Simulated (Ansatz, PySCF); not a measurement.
System: C4H7 (charge 0, doublet). It need not be the lowest isomer of its formula. SMILES: CC(=[CH])C
Structure (B3LYP-D3(BJ)/def2-TZVP (Ansatz, an electronic-structure program) minimum search):
```xyz
11

C      0.0051    -0.0033     1.4978
C      0.0006     0.0247     0.1893
H      0.0103    -0.7489     2.2776
C     -0.0064     1.3118    -0.5953
H     -0.0071     2.1803     0.0604
H      0.8706     1.3657    -1.2469
H     -0.8883     1.3598    -1.2408
C      0.0020    -1.2451    -0.6366
H      0.0071    -2.1375    -0.0126
H     -0.8809    -1.2769    -1.2815
H      0.8806    -1.2710    -1.2875
```
Charge 0, spin multiplicity 2.

Property: atomisation energy (electronic, to ground-state atoms), in eV. Valence correlation only, unless marked. Open shells are spin-unrestricted. No spin-orbit coupling. Non-relativistic. The coupled-cluster limit lacks core correlation, which all-electron functionals hold. CBS(X,Y): correlation extrapolated as X^-3; Hartree-Fock from the larger set. The bracket is a focal-point correction in the basis named.

| level | program | atomisation energy (eV) | minus last row |
|---|---|---|---|
| HF/def2-TZVPD | PySCF | 34.19 | -10.80 |
| SVWN5/def2-TZVPD | Ansatz | 51.19 | 6.20 |
| PBE-D3(BJ)/def2-TZVPD | Ansatz + dftd3 | 46.15 | 1.16 |
| PBE-D4/def2-TZVPD | Ansatz + dftd4 | 46.13 | 1.14 |
| r2SCAN/def2-TZVPD | Ansatz | 45.29 | 0.30 |
| r2SCAN-D4/def2-TZVPD | Ansatz + dftd4 | 45.33 | 0.34 |
| PBE0-D4/def2-TZVP | Ansatz + dftd4 | 45.51 | 0.52 |
| PBE0/def2-TZVP | Ansatz | 45.36 | 0.37 |
| r2SCANh-D4/def2-TZVPD | Ansatz + dftd4 | 45.14 | 0.15 |
| r2SCANh/def2-TZVPD | Ansatz | 45.09 | 0.10 |
| LC-wPBE-D3(BJ)/def2-TZVPD | Ansatz + dftd3 | 45.26 | 0.27 |
| LC-wPBE/def2-TZVPD | Ansatz | 45.08 | 0.09 |
| B2PLYP-D4/def2-TZVPD | Ansatz + dftd4 | 44.69 | -0.30 |
| MP2/aug-cc-pVDZ | Ansatz | 42.50 | -2.49 |
| RI-MP2/CBS(cc-pVTZ,cc-pVQZ)+[CCSD(T)-MP2]/cc-pVDZ | Ansatz | 44.99 | 0.00 |

The UHF reference is spin-contaminated (<S^2> 0.17 over the pure value in the largest basis).
